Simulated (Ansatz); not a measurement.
# CF (doublet): the correlation ladder, aug-cc-pVDZ

Aim: climb from Hartree-Fock through coupled cluster and multireference methods for CF (doublet) at one geometry and basis, and see what each rung misses.

Computed with Ansatz 0.2.0, Gaussian basis. Level: aug-cc-pVDZ, core rule «outside noble gas», up to 2 orbitals frozen.

To be run: UHF; CCSD(T) on ROHF; CCSD(T) on UHF; BCCD(T) on ROHF; CISD; CCSDT(Q) on ROHF; CCSDT(Q) on UHF; CASSCF and MRCISD+Q, 11 electrons in 8 orbitals; CASSCF and NEVPT2, 11 electrons in 8 orbitals.

11 further runs of the same task are left out: 4 that didn't finish, 7 set aside as unsound or not needed.

## Step 1: What is computed

The geometry is a PBE0/def2-TZVPD stationary point (not a proven minimum) of the parent state, kept for this charge and spin.

2 atoms, charge 0, spin multiplicity 2.

Atoms are counted from 1 here; the program's logs count them from 0.

Bond lengths: C1–F2 1.399 Å.

As a file:

```
C     0.00000    0.00000    0.00000
F     0.00000    0.00000    1.39910
```

## Step 2: UHF

File in.yaml:

```yaml
crystal:
  periodic: [false, false, false]
  atoms:
    - {symbol: C, position_ang: [0.000000, 0.000000, 0.000000]}
    - {symbol: F, position_ang: [0.000000, 0.000000, 1.399100]}
basis:
  gaussian: {orbitals: aug-cc-pVDZ}
magnetization: {spin_polarized: true, initial_magnetization: 1}
hamiltonian: {xc: hf}
output: {orbitals: {seedname: orbitals}}
```

On the command line:

```
ansatz run in.yaml --threads 1 --pin off --events-out ev --progress --plain --max-ram 2393MiB
```

Further steps of the session: CCSD(T) on ROHF; CCSD(T) on UHF; BCCD(T) on ROHF; CISD; CCSDT(Q) on ROHF; CCSDT(Q) on UHF; CASSCF and MRCISD+Q, 11 electrons in 8 orbitals; CASSCF and NEVPT2, 11 electrons in 8 orbitals.

**Question.** What will the summary of the whole plan be? Wanted: UCCSDT(Q) below the RHF energy; RMP2 from UCCSDT(Q); UMP2 from UCCSDT(Q); RCCSD from UCCSDT(Q); RCCSD(T) from UCCSDT(Q); UCCSD(T) from UCCSDT(Q); RCCSDT(Q) from UCCSDT(Q); NEVPT2 valence from UCCSDT(Q); MRCISD+Q valence from UCCSDT(Q).

As calculated:

| quantity | value |
| --- | --- |
| UCCSDT(Q) below the RHF energy | -8.9353 eV |
| RMP2 from UCCSDT(Q) | +802.3 meV |
| UMP2 from UCCSDT(Q) | +812.5 meV |
| RCCSD from UCCSDT(Q) | +332.7 meV |
| RCCSD(T) from UCCSDT(Q) | +48.1 meV |
| UCCSD(T) from UCCSDT(Q) | +48.5 meV |
| RCCSDT(Q) from UCCSDT(Q) | +9.6 meV |
| NEVPT2 valence from UCCSDT(Q) | +1366.6 meV |
| MRCISD+Q valence from UCCSDT(Q) | +121.1 meV |
| levels within 1 kcal/mol (43 meV) | BCCD(T), RCCSDT, UCCSDT, RCCSDT(Q) |
| T1 diagnostic | 0.027 |
| effectively unpaired electrons | 1.02 |

RCCSD(T) misses by +48.1 meV, 0.5 % of the correlation energy. One determinant dominates. Of the multireference levels listed MRCISD+Q valence comes nearest in total energy (+121.1 meV), which doesn't show that its space is the better one. These misses are within one basis, not against nature; the frozen cores of restricted and unrestricted runs differ, which can shift their rows.
